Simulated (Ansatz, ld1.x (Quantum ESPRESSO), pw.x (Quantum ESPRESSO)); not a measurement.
Se (Z = 34): one change to the PAW potential, in the atom and in the sc crystal

ld1.x (Quantum ESPRESSO) 7.5 input, shortened:

```
&input
   title='Se', zed=34., rel=1, dft='PW', iswitch=3,
   config='[Ar] 3d10 4s2 4p4 4d-2'
 /
 &inputp
   pseudotype=3, lpaw=.true., tm=.true., lloc=-2, rcloc=1.50,
   nlcc=.false.,
   which_augfun='PSQ', rmatch_augfun_nc=.true.
 /
5
4S  1  0   2.00   0.00  1.45  1.70  0.0
4S  1  0   0.00   3.40  1.45  1.70  0.0
4P  2  1   4.00   0.00  1.50  1.70  0.0
4P  2  1   0.00   0.05  1.50  1.70  0.0
4D  3  2  -2.00   0.35  1.45  1.70  0.0
 &test
   configts(1)='4s2 4p4'
 /
```

Change: reference 4s2 4p3; added wave 4d channel at 2.9 Ry: rcut 1.45, rcutus 1.70 bohr.

Cutoffs, loose and tight: the cutoffs (Ry, on a coarse ladder) from which the occupation-weighted sum of valence levels, in a spherical-Bessel basis at the reference potential, stays within 10 and 1 mRy of its value at 400 Ry. They do not see the model core or the augmentation charge, which bear on the density cutoff. Test errors are all-electron minus pseudo excitation energies from the reference, over the configurations 4s2 4p3; 4s2 4p2; 4s2 4p1; 4s0 4p6; 4s2 4p0; 4s2 4p4.3; 4s2 4p3.5 (two spin-polarised tests are not counted in the largest error); variants that change the core or the reference have their own tests.

Crystal test: sc Se in pw.x 7.5, no spin, 12³ k-points, Fermi–Dirac smearing 0.01 Ry, cutoffs set for each file from its atomic test. The reference is all-electron LAPW (Ansatz 0.2.0) with the same functional, mesh and smearing; V0 and B0 come from Birch–Murnaghan fits to the pressures at five volumes. Errors are pseudo minus all-electron; Δ is the rms difference of the E(V) curves that follow from these fits, minima aligned, over ±6 % about the mean V0. Mesh and smearing are coarse, so the numbers serve the comparison and aren't converged zero-temperature values; the lattice is a test structure that the element need not adopt.

All-electron: a0 = 2.771 Å (V0 = 21.28 Å³/atom), B0 = 85.9 GPa.

**Question.** Does the change bring the crystal closer to the all-electron result?

**Answer.** The mean pressure error goes from -0.34 to -0.26 GPa, so the change moves the solid closer to the all-electron pressures.

```csv
quantity,base,changed
outcome (atom),generated,generated
"cutoff, loose (atom)",12 Ry,12 Ry
"cutoff, tight (atom)",25 Ry,25 Ry
bound ghosts (atom),none,none
largest test error (meV) (atom),-265,-66
cutoffs in pw.x (Ry),40/320,40/320
a0 (Å),2.767,2.768
a0 error (%),-0.14,-0.10
B0 error (%),+0.6,+0.5
Δ (meV/atom),1.6,1.2
mean pressure error (GPa),-0.34,-0.26
```

 The atomic cutoffs weigh occupied waves only.
